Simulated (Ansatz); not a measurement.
**AlN₂ (quartet): the correlation ladder, cc-pVTZ**

One table from this session's results is given with a row withheld; the runs are named, their logs left out.

Program: Ansatz 0.2.0, Gaussian basis. Level of theory: cc-pVTZ, core rule «outside noble gas», up to 7 orbitals frozen. These are calculated values, not measurements.

The runs, in order: UHF; CCSD(T) on ROHF; CCSD(T) on UHF; BCCD(T) on ROHF; CCSDT(Q) on ROHF; CCSDT(Q) on UHF; CASSCF and NEVPT2, 13 electrons in 12 orbitals.

6 further runs of the same task are left out: 1 for a known fault of the program, 5 set aside as unsound or not needed.

## The system

The geometry is a PBE0/def2-TZVP stationary point (not a proven minimum).

3 atoms, charge 0, spin multiplicity 4.

Atoms are counted from 1 here; the program's logs count them from 0.

Bond lengths: Al1–N2 1.785 Å, N2–N3 1.137 Å. Angles: Al1–N2–N3 180.0°.

Set-up of the first run:

File in.yaml:

```yaml
crystal:
  periodic: [false, false, false]
  atoms:
    - {symbol: Al, position_ang: [0.000000, 0.000000, 1.569200]}
    - {symbol: N, position_ang: [0.000000, 0.000000, -0.216000]}
    - {symbol: N, position_ang: [0.000000, 0.000000, -1.353200]}
basis:
  gaussian: {orbitals: cc-pVTZ}
magnetization: {spin_polarized: true, initial_magnetization: 3}
hamiltonian: {xc: hf}
output: {orbitals: {seedname: orbitals}}
```

Run with:

```bash
$ ansatz run in.yaml --threads 1 --pin off --events-out ev --progress --plain --max-ram 4096MiB --backend cpu
```

Steps of the session up to this table: UHF; CCSD(T) on ROHF; CCSD(T) on UHF; BCCD(T) on ROHF; CCSDT(Q) on ROHF; CCSDT(Q) on UHF; CASSCF and NEVPT2, 13 electrons in 12 orbitals.

One of the session's tables, all rows but one given; the rest of the session is left out.

| method | from RCCSDT(Q) (kJ/mol) |
| --- | --- |
| ROHF | ? |
| UHF | +1147.5 |
| RMP2 | +68.0 |
| UMP2 | +134.3 |
| RCCSD | +71.6 |
| UCCSD | +68.9 |
| RCCSD(T) | +8.1 |
| UCCSD(T) | +9.1 |
| BCCD(T) | +7.7 |
| RCCSDT | +7.3 |
| UCCSDT | +6.4 |
| RCCSDT(Q) | 0 |
| UCCSDT(Q) | -0.1 |
| CASSCF valence | +723.0 |
| NEVPT2 valence | +145.0 |

Estimate the missing values for ROHF.

The run gave: from RCCSDT(Q) (kJ/mol): +1187.6. In the column «from RCCSDT(Q) (kJ/mol)» it is the highest.

With the free atoms at the same levels and basis (separate runs), the atomisation energy is 7.230 eV at RCCSDT(Q), 7.179 eV at RCCSD(T), 7.160 eV at UCCSD(T), 2.858 eV at ROHF.

To keep in mind: Restricted and unrestricted rows rest on different reference determinants; where their highest levels disagree by more than a few hundredths of an eV, they describe different states and don't form one ladder.
